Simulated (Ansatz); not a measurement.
A made-up structure of CH4BS (charge +1), closed shell:

```xyz
7
angstrom
C -0.7623 0.4881 -0.3582
B 0.3362 -0.1534 0.3953
S 1.5705 -0.8477 1.3323
H -1.4638 -0.2522 -0.7611
H -0.3797 1.1216 -1.1677
H 2.1240 -1.1174 2.5450
H 2.0177 -1.4919 0.2196
```

It is relaxed with PBE-D4/def2-SVP and then PBE0-D4/def2-TZVP (Ansatz 0.2.0). Atoms count as bonded within 1.22 times the sum of their covalent radii (H–H: 0.88 Å). The end point is not checked to be a true minimum.

Q: Does its bonding change? (Judge from chemistry; the calculation decides.)

A: By the calculation: No: no bond forms or breaks.

Where it ends: The first stage lowers the energy by 1.72 eV in 12 steps. It ends as CH₄BS ([CH2][B][SH2]), total charge +1:
C1  (-0.625, 0.327, -0.449)
B2  (0.457, -0.167, 0.227)
S3  (1.971, -0.624, 1.058)
H4  (-1.562, -0.214, -0.566)
H5  (-0.602, 1.312, -0.914)
H6  (1.554, -1.029, 2.285)
H7  (2.249, -1.858, 0.564)
(Å)

Labels in which every atom is bracketed show which atoms are joined, not bond orders.

For scale, one of the runs: PBE0-D4/def2-TZVP relaxation, 123 basis functions, launched by `ansatz run in.yaml --threads 2 --pin off --events-out ev --progress --plain --max-ram 4352MiB`. The run took about 14 s on 2 CPU threads of an Arm Neoverse V1 (shared host).
